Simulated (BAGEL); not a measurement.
**One shape, several levels: singlet CH3AlCl+**

We compute a comparison of 6 runs (HF/3-21G, HF/6-31G*, HF/def2-SVPD, B3LYP/6-31G*, B3LYP/def2-SVPD, PBE0/def2-SVPD) of singlet CH3AlCl+. 

Program for the calculation: BAGEL 1.2.2.

2 further runs of the same task are left out: 2 set aside as unsound or not needed.

### Step 1. The molecule

CH3AlCl+: 6 atoms, total charge +1, spin state singlet. As SMILES of the parent species, `[CH3][Al][Cl]`. Geometry: relaxed at PBE0-D4/def2-TZVP. That shape belongs to the parent species and isn't relaxed for this state.

Bond lengths: C1–Al2 1.964 Å, Al2–Cl3 2.122 Å, C1–H4 1.093 Å, C1–H5 1.094 Å, C1–H6 1.094 Å. Angles: C1–Al2–Cl3 117.4°, Al2–C1–H4 110.2°, Al2–C1–H5 110.4°, Al2–C1–H6 110.4°, H4–C1–H5 109.1°, H4–C1–H6 109.1°, H5–C1–H6 107.5°.

### Step 2. The energy at HF/3-21G (density fitting with qzvpp-jkfit) (run 1)

The input, input.json:

```json
{ "bagel": [

{
  "title": "molecule",
  "basis": "3-21g",
  "df_basis": "qzvpp-jkfit",
  "angstrom": true,
  "geometry": [
    { "atom": "C", "xyz": [   -0.441400,    0.449000,   -0.287200 ] },
    { "atom": "Al", "xyz": [    0.123100,   -1.352900,    0.254500 ] },
    { "atom": "Cl", "xyz": [    2.028600,   -1.546300,    1.168800 ] },
    { "atom": "H", "xyz": [    0.335300,    1.177300,   -0.041400 ] },
    { "atom": "H", "xyz": [   -1.368200,    0.727800,    0.222100 ] },
    { "atom": "H", "xyz": [   -0.635200,    0.481000,   -1.363100 ] }
  ]
},
{
  "title": "hf",
  "charge": 1
},
{
  "title": "print",
  "file": "orbitals.molden",
  "orbitals": true
}

]}
```

Command:

```console
$ BAGEL_NUM_THREADS=1 BAGEL input.json > input.out
```

The program printed:

```text
* using 1 threads per process

  ===============================================================
  ===============================================================

  *** Geometry ***

  { "atom" : "C", "xyz" : [     -0.834125,      0.848487,     -0.542729 ] },
  { "atom" : "Al", "xyz" : [      0.232625,     -2.556610,      0.480935 ] },
  { "atom" : "Cl", "xyz" : [      3.833498,     -2.922084,      2.208712 ] },
  { "atom" : "H", "xyz" : [      0.633625,      2.224775,     -0.078235 ] },
  { "atom" : "H", "xyz" : [     -2.585523,      1.375343,      0.419708 ] },
  { "atom" : "H", "xyz" : [     -1.200354,      0.908958,     -2.575886 ] },

  Number of auxiliary basis functions:      385

  Since a DF basis is specified, we compute 2- and 3-index integrals:
    o Being stored without compression. Storage requirement is 0.005 GB

  Number of basis functions:       41
  Number of electrons      :       39

    * METHOD: MOLECULE                             0.10

  *** RHF ***

  === Nuclear Repulsion ===
   116.1503370439

      * DIIS with orbital gradients will be used.

  === RHF iteration (3-21g) ===
      0       -736.98207641          0.01604404           0.02
      1       -737.04224313          0.00577463           0.02
      2       -737.05019958          0.00140173           0.02
      3       -737.05077494          0.00018316           0.02
      4       -737.05079419          0.00004748           0.02
      5       -737.05079592          0.00001558           0.02
      6       -737.05079613          0.00000536           0.02
      7       -737.05079615          0.00000180           0.02
      8       -737.05079615          0.00000044           0.02
      9       -737.05079615          0.00000018           0.02
     10       -737.05079615          0.00000004           0.02
     11       -737.05079615          0.00000001           0.02
     12       -737.05079615          0.00000000           0.02
    * SCF iteration converged.

    * Permanent dipole moment:
           (    2.527101,     0.541700,     1.088592) a.u.

    * METHOD: HF                                   0.31

    * METHOD: PRINT                                0.00

  ===============================================================
```

Run time: 0.54 s. Hardware: 1 thread of Arm Neoverse V1, shared host.

### Step 3. A single-point energy at HF/6-31G(d) (density fitting with qzvpp-jkfit, spherical functions) (run 2)

The input, calc.json:

```json
{ "bagel": [

{
  "title": "molecule",
  "basis": "6-31gs.json",
  "df_basis": "qzvpp-jkfit",
  "angstrom": "true",
  "geometry": [
    { "atom": "C", "xyz": [      -0.441400,       0.449000,      -0.287200 ] },
    { "atom": "Al", "xyz": [       0.123100,      -1.352900,       0.254500 ] },
    { "atom": "Cl", "xyz": [       2.028600,      -1.546300,       1.168800 ] },
    { "atom": "H", "xyz": [       0.335300,       1.177300,      -0.041400 ] },
    { "atom": "H", "xyz": [      -1.368200,       0.727800,       0.222100 ] },
    { "atom": "H", "xyz": [      -0.635200,       0.481000,      -1.363100 ] }
  ]
},

{
  "title": "hf",
  "charge": 1
},

{
  "title": "print",
  "file": "orbitals.molden",
  "orbitals": "true"
}

]}
```

The basis set 6-31G* is read from a file made from the Basis Set Exchange's data (not shown).

Command:

```console
$ BAGEL_NUM_THREADS=1 BAGEL calc.json > calc.out
```

The program printed:

```text
* using 1 threads per process

  ===============================================================
  ===============================================================

  *** Geometry ***

  { "atom" : "C", "xyz" : [     -0.834125,      0.848487,     -0.542729 ] },
  { "atom" : "Al", "xyz" : [      0.232625,     -2.556610,      0.480935 ] },
  { "atom" : "Cl", "xyz" : [      3.833498,     -2.922084,      2.208712 ] },
  { "atom" : "H", "xyz" : [      0.633625,      2.224775,     -0.078235 ] },
  { "atom" : "H", "xyz" : [     -2.585523,      1.375343,      0.419708 ] },
  { "atom" : "H", "xyz" : [     -1.200354,      0.908958,     -2.575886 ] },

  Number of auxiliary basis functions:      385

  Since a DF basis is specified, we compute 2- and 3-index integrals:
    o Being stored without compression. Storage requirement is 0.010 GB

  Number of basis functions:       56
  Number of electrons      :       39

    * METHOD: MOLECULE                             0.13

  *** RHF ***

  === Nuclear Repulsion ===
   116.1503370439

      * DIIS with orbital gradients will be used.

  === RHF iteration (6-31gs.json) ===
      0       -740.68335084          0.01378988           0.03
      1       -740.75148647          0.00567763           0.02
      2       -740.76211642          0.00130417           0.03
      3       -740.76290571          0.00022622           0.03
      4       -740.76292853          0.00007515           0.03
      5       -740.76293252          0.00001893           0.03
      6       -740.76293287          0.00000708           0.03
      7       -740.76293294          0.00000250           0.03
      8       -740.76293295          0.00000061           0.02
      9       -740.76293295          0.00000018           0.02
     10       -740.76293295          0.00000007           0.02
     11       -740.76293295          0.00000002           0.02
     12       -740.76293295          0.00000001           0.02
    * SCF iteration converged.

    * Permanent dipole moment:
           (    2.301179,     0.563400,     0.980387) a.u.

    * METHOD: HF                                   0.43

    * METHOD: PRINT                                0.01

  ===============================================================
```

Wall time 0.71 s (1 thread of Arm Neoverse V1, shared host).

### Step 4. A single-point energy at HF/def2-SVPD (density fitting with qzvpp-jkfit) (run 3)

The input, hf.json:

```json
{ "bagel" : [

{
  "title" : "molecule",
  "basis" : "def2-svpd.json",
  "df_basis" : "qzvpp-jkfit",
  "angstrom" : true,
  "geometry" : [
    { "atom" : "C", "xyz" : [   -0.441400,    0.449000,   -0.287200 ] },
    { "atom" : "Al", "xyz" : [    0.123100,   -1.352900,    0.254500 ] },
    { "atom" : "Cl", "xyz" : [    2.028600,   -1.546300,    1.168800 ] },
    { "atom" : "H", "xyz" : [    0.335300,    1.177300,   -0.041400 ] },
    { "atom" : "H", "xyz" : [   -1.368200,    0.727800,    0.222100 ] },
    { "atom" : "H", "xyz" : [   -0.635200,    0.481000,   -1.363100 ] }
  ]
},
{ "title" : "hf", "charge" : 1 },
{ "title" : "print", "file" : "orbitals.molden", "orbitals" : true }

]}
```

The basis set def2-SVPD is read from a file made from the Basis Set Exchange's data (not shown).

Command:

```console
$ BAGEL_NUM_THREADS=1 BAGEL hf.json > hf.out
```

The program printed:

```text
* using 1 threads per process

  ===============================================================
  ===============================================================

  *** Geometry ***

  { "atom" : "C", "xyz" : [     -0.834125,      0.848487,     -0.542729 ] },
  { "atom" : "Al", "xyz" : [      0.232625,     -2.556610,      0.480935 ] },
  { "atom" : "Cl", "xyz" : [      3.833498,     -2.922084,      2.208712 ] },
  { "atom" : "H", "xyz" : [      0.633625,      2.224775,     -0.078235 ] },
  { "atom" : "H", "xyz" : [     -2.585523,      1.375343,      0.419708 ] },
  { "atom" : "H", "xyz" : [     -1.200354,      0.908958,     -2.575886 ] },

  Number of auxiliary basis functions:      385

  Since a DF basis is specified, we compute 2- and 3-index integrals:
    o Being stored without compression. Storage requirement is 0.028 GB

  Number of basis functions:       95
  Number of electrons      :       39

    * METHOD: MOLECULE                             0.15

  *** RHF ***

  === Nuclear Repulsion ===
   116.1503370439

      * DIIS with orbital gradients will be used.

  === RHF iteration (def2-svpd.json) ===
      0       -740.43337944          0.01404442           0.05
      1       -740.53601346          0.00718630           0.05
      2       -740.55721062          0.00125183           0.05
      3       -740.55841862          0.00023283           0.05
      4       -740.55845621          0.00007674           0.05
      5       -740.55846254          0.00003040           0.05
      6       -740.55846349          0.00001132           0.05
      7       -740.55846369          0.00000335           0.05
      8       -740.55846371          0.00000116           0.05
      9       -740.55846371          0.00000030           0.05
     10       -740.55846371          0.00000010           0.05
     11       -740.55846371          0.00000003           0.05
     12       -740.55846371          0.00000001           0.05
    * SCF iteration converged.

    * Permanent dipole moment:
           (    2.209853,     0.569115,     0.937128) a.u.

    * METHOD: HF                                   0.78

    * METHOD: PRINT                                0.02

  ===============================================================
```

It took 1.1 s on 1 thread of Arm Neoverse V1, shared host; peak memory 0.1 GiB.

Runs 4 to 5 aren't shown in full; the table further down has their settings and results.

### Step 5. The energy at PBE0/def2-SVPD (density fitting with qzvpp-jkfit) (run 6)

The input, dft.json:

```json
{ "bagel" : [

{
  "title" : "molecule",
  "basis" : "def2-svpd.json",
  "df_basis" : "qzvpp-jkfit",
  "angstrom" : "true",
  "geometry" : [
    { "atom" : "C", "xyz" : [   -0.441400,    0.449000,   -0.287200 ] },
    { "atom" : "Al", "xyz" : [    0.123100,   -1.352900,    0.254500 ] },
    { "atom" : "Cl", "xyz" : [    2.028600,   -1.546300,    1.168800 ] },
    { "atom" : "H", "xyz" : [    0.335300,    1.177300,   -0.041400 ] },
    { "atom" : "H", "xyz" : [   -1.368200,    0.727800,    0.222100 ] },
    { "atom" : "H", "xyz" : [   -0.635200,    0.481000,   -1.363100 ] }
  ]
},
{
  "title" : "ks",
  "xc_func" : "pbe0",
  "charge" : 1
},
{
  "title" : "print",
  "file" : "orbitals.molden",
  "orbitals" : "true"
}

]}
```

The basis set def2-SVPD is read from a file made from the Basis Set Exchange's data (not shown).

Command:

```console
$ BAGEL_NUM_THREADS=1 BAGEL dft.json > dft.out
```

The program printed:

```text
* using 1 threads per process

  ===============================================================
  ===============================================================

  *** Geometry ***

  { "atom" : "C", "xyz" : [     -0.834125,      0.848487,     -0.542729 ] },
  { "atom" : "Al", "xyz" : [      0.232625,     -2.556610,      0.480935 ] },
  { "atom" : "Cl", "xyz" : [      3.833498,     -2.922084,      2.208712 ] },
  { "atom" : "H", "xyz" : [      0.633625,      2.224775,     -0.078235 ] },
  { "atom" : "H", "xyz" : [     -2.585523,      1.375343,      0.419708 ] },
  { "atom" : "H", "xyz" : [     -1.200354,      0.908958,     -2.575886 ] },

  Number of auxiliary basis functions:      385

  Since a DF basis is specified, we compute 2- and 3-index integrals:
    o Being stored without compression. Storage requirement is 0.028 GB

  Number of basis functions:       95
  Number of electrons      :       39

    * METHOD: MOLECULE                             0.15

  *** Kohn-Sham DFT ***

    * Removing 9842 points whose weight is below 1.00e-10
    * Grid points: 79594

  === Nuclear Repulsion ===
   116.1503370439

       - DIIS with orbital gradients will be used.

  === KS iteration (pbe0 / def2-svpd.json) ===
      0       -703.31237834          0.07676959           0.28
      1       -671.56825694          0.17400611           0.28
      2       -699.66454696          0.07407926           0.28
      3       -714.13951823          0.11404701           0.28
      4       -719.52711126          0.10310033           0.28
      5       -719.45077129          0.10606112           0.28
      6       -719.51973779          0.10713680           0.28
      7       -720.91372379          0.11138857           0.28
      8       -703.35806596          0.08722010           0.28
      9       -732.76312618          0.09864835           0.28
     10       -733.43271299          0.08816186           0.28
     11       -733.12789714          0.09223765           0.28
     12       -737.68042957          0.09052502           0.28
     13       -721.75834067          0.14468965           0.28
     14       -707.58702996          0.09934879           0.28
     15       -733.13562894          0.10455745           0.27
[... 21 lines of this table left out ...]
     37       -741.72859780          0.00000848           0.29
     38       -741.72859786          0.00000361           0.29
     39       -741.72859786          0.00000098           0.29
     40       -741.72859786          0.00000043           0.29
     41       -741.72859786          0.00000015           0.29
     42       -741.72859786          0.00000007           0.28
     43       -741.72859786          0.00000002           0.29
     44       -741.72859786          0.00000001           0.29
    * SCF iteration converged.

    * Permanent dipole moment:
           (    2.010552,     0.348104,     0.878964) a.u.

    * METHOD: KS                                  13.12

    * METHOD: PRINT                                0.02

  ===============================================================
```

It took 14 s on 1 thread of Arm Neoverse V1, shared host; peak memory 0.36 GiB.

### Step 6. All runs side by side

| run | level | energy (Eh) | HOMO energy (eV) | LUMO energy (eV) | HOMO–LUMO gap (eV) | wall time |
| --- | --- | --- | --- | --- | --- | --- |
| 1 | HF/3-21G (density fitting with qzvpp-jkfit) | -737.050796 | -17.70 | -7.19 | 10.51 | 0.54 s |
| 2 | HF/6-31G* (density fitting with qzvpp-jkfit, spherical functions) | -740.762933 | -17.63 | -6.98 | 10.64 | 0.71 s |
| 3 | HF/def2-SVPD (density fitting with qzvpp-jkfit) | -740.558464 | -17.64 | -6.96 | 10.68 | 1.1 s |
| 4 | B3LYP/6-31G* (density fitting with qzvpp-jkfit, spherical functions) | -742.285438 | -14.35 | -10.10 | 4.26 | 4.2 s |
| 5 | B3LYP/def2-SVPD (density fitting with qzvpp-jkfit) | -742.081566 | -14.41 | -10.10 | 4.30 | 9 s |
| 6 | PBE0/def2-SVPD (density fitting with qzvpp-jkfit) | -741.728598 | -14.68 | -9.83 | 4.84 | 14 s |

### Step 7. Results

```
            quantity          value
 run 6: total energy  -741.72860 Eh
  run 6: HOMO energy      -14.68 eV
  run 6: LUMO energy       -9.83 eV
run 6: HOMO–LUMO gap        4.84 eV
```

What this shows: The HOMO–LUMO gap runs from 4.26 eV (B3LYP/6-31G*) to 10.68 eV (HF/def2-SVPD). The two ends differ in method and basis. Totals of different functionals can't be ranked against each other. All runs together took 29 s, the longest 14 s.
